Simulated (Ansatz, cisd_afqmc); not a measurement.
Species: C3H5, charge 0, doublet. C3H5 (SMILES C1C[CH]1, doublet).
B3LYP-D3(BJ)/def2-TZVP minimum from Ansatz (a program for electronic structure):
```xyz
8

C      0.0011     0.8829    -0.0327
C      0.7658    -0.3607     0.0513
C     -0.7666    -0.3587     0.0522
H      0.0017     1.6893    -0.7486
H      1.2944    -0.7185    -0.8271
H      1.2504    -0.6199     0.9873
H     -1.2508    -0.6168     0.9889
H     -1.2972    -0.7153    -0.8255
```
Charge 0, spin multiplicity 2.

Total energies in cc-pVDZ, 17 correlated electrons, 3 frozen orbitals. UHF or UKS for unpaired electrons; spin-orbit terms are left out. Cores are frozen in correlated methods. No relativity. AFQMC is phaseless with a CISD trial state; ± is one standard error, without the phaseless bias. Outlying blocks are dropped, and bars are widened where a walk drifts. Over all cases where full CI ran beside it in this data, AFQMC minus full CI had a median of +0.1 mEh and passed +0.4 mEh in a tenth of the cases.

```json
[
 {"method": "HF", "program": "Ansatz", "energy (Eh)": "-116.42443", "minus CCSDT(Q) (mEh)": "442.75"},
 {"method": "MP2", "program": "Ansatz", "energy (Eh)": "-116.81353", "minus CCSDT(Q) (mEh)": "53.64"},
 {"method": "CCSD", "program": "Ansatz", "energy (Eh)": "-116.85245", "minus CCSDT(Q) (mEh)": "14.72"},
 {"method": "CCSD(T)", "program": "Ansatz", "energy (Eh)": "-116.86558", "minus CCSDT(Q) (mEh)": "1.60"},
 {"method": "CCSDT(Q)", "program": "Ansatz", "energy (Eh)": "-116.86718", "minus CCSDT(Q) (mEh)": "0.00"},
 {"method": "AFQMC/CISD", "program": "cisd_afqmc", "energy (Eh)": "-116.8669 ± 0.0004", "minus CCSDT(Q) (mEh)": "0.2 ± 0.4"}
]
```

Rough core times of Ansatz's runs on a shared machine: CCSD(T) under 20 s, CCSDT(Q) 5 min.
